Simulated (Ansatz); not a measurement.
Reaction (SMILES): C=C=O → [CH-]=C=O + H+
B3LYP-D3(BJ)/def2-TZVP geometries, fixed; electronic energies without zero-point terms.

Effect of a fitting basis named in the input at r2SCAN/aug-cc-pVTZ with Ansatz (a first-principles code), against the last row, where the deprotonation energy is 372.86 kcal/mol. The default fits or decomposes integrals by the program's own choice; accuracy: high also tightens integrals, grids and stops. Cost is core time over that of fitting: def2-universal-JKFIT, rough, on shared machines of one kind.

| setting | largest shift of a total energy (mEh) | shift of the deprotonation energy (kcal/mol) | cost |
|---|---|---|---|
| fitting: def2-SV(P)-JKFIT | -0.046 | 0.007 | 0.9× |
| fitting: def2-universal-JKFIT | -0.046 | 0.007 | 1× |
| fitting: cc-pVTZ-JKFIT | -0.060 | -0.027 | 0.9× |
| fitting: cc-pVQZ-JKFIT | -0.042 | -0.021 | 1× |
| fitting: cc-pV5Z-JKFIT | -0.028 | -0.014 | 1× |
| fitting: def2-universal-JFIT | -0.090 | -0.015 | 0.9× |
| accuracy: high | 0.001 | 0.000 | 4× |
| accuracy: medium (default) | 0.000 | 0.000 | 1× |

Within 0.02 kcal/mol in the deprotonation energy: fitting: def2-SV(P)-JKFIT; fitting: def2-universal-JKFIT; fitting: cc-pV5Z-JKFIT; fitting: def2-universal-JFIT; accuracy: high. The largest shift is 0.090 mEh in a total energy and 0.027 kcal/mol in the difference.
